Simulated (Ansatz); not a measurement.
Isolated molecules relaxed with PBE0-D4/def2-TZVP in Ansatz; ΔE leaves out vibrations. CCSD(T)/CBS is the MP2 limit (def2-TZVPP, def2-QZVPP) plus CCSD(T) − MP2 in def2-TZVPP, frozen cores. This one scheme is used for every species. DFT in def2-TZVPP. Each species was taken in one conformer, which may not be the lowest.

Consider the formal hydrolysis of the Al–S bond: `[SiH3][AlH][SH]` + H₂O → `[OH][AlH][SiH3]` + H₂S.

```
          species  BHLYP-D4 energy (Eh)
`[SiH3][AlH][SH]`            -933.18506
              H₂O             -76.42330
`[OH][AlH][SiH3]`            -610.21469
              H₂S            -399.40149
```

Q: Work out ΔE.

A: ΔE = (-610.21469) + (-399.40149) − (-933.18506) − (-76.42330) = -0.00782 Eh = -0.21 eV. CCSD(T)/CBS gives -0.15 eV.

Largest T1 diagnostic among the species: 0.014.

Leaving LDA and LC-ωPBE aside and taking each functional with its dispersion term where it has one, the values, not all of them listed here, spread over 0.19 eV, from CAM-B3LYP-D4 to HSE06-D4. The D4 term adds +0.04 eV with B3LYP and +0.02 eV with PBE0; it sums over pairs of atoms, weighted by their polarisabilities, and B3LYP, whose exchange is more repulsive, gets the larger term. At CCSD(T), def2-SVP lies −0.10 eV from the extrapolated value and def2-TZVPP −0.04 eV.

B3LYP here is the variant with VWN-RPA as its local correlation; programs differ in this.
